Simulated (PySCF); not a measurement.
Compound: C3H5FO.
InChI=1S/C3H5FO/c4-3-1-2-5-3/h3H,1-2H2/t3-/m1/s1

Method: MP2 and CCSD/aug-cc-pVDZ in PySCF, restricted Hartree–Fock reference, 5 core orbitals frozen, non-relativistic, gas phase, PBE0-D3(BJ)/def2-SVP geometry.

E(HF) = -290.81648 Eh.

(1) How large is the problem?

(2) What are the MP2 and CCSD correlation energies?

(3) What is the T1 diagnostic?

(4) How does correlation change the dipole moment?

Results:

(1) 160 basis functions and 40 electrons; 5 orbitals frozen, which leaves o = 15 correlated occupied and v = 140 virtual orbitals. That is o·v = 2100 singles and o·v(o·v + 1)/2 = 2206050 distinct closed-shell doubles amplitudes before symmetry; the costliest CCSD step grows as o²v⁴ = 8.6 × 10^10.

(2) MP2 -0.8218 Eh and CCSD -0.8587 Eh, which gives totals of -291.63829 and -291.67521 Eh. That is 0.779 eV for each correlated electron at CCSD (2255 kJ/mol in all, 0.294 % of the total energy); MP2 gives 95.7 % of the CCSD value.

(3) 0.0128, below the customary warning level of 0.02. It is the norm of the spatial-orbital singles amplitudes over the root of the number of correlated electrons, so the norm is 0.070.

(4) HF gives 3.02 D and CCSD (unrelaxed density) 2.73 D, a change of -0.29 D.

No triples correction and no basis-set extrapolation were made.

The job also held the EOM ionisation roots. The run took 6.3 min of wall time on an Arm Neoverse V1 with one thread, shared host.
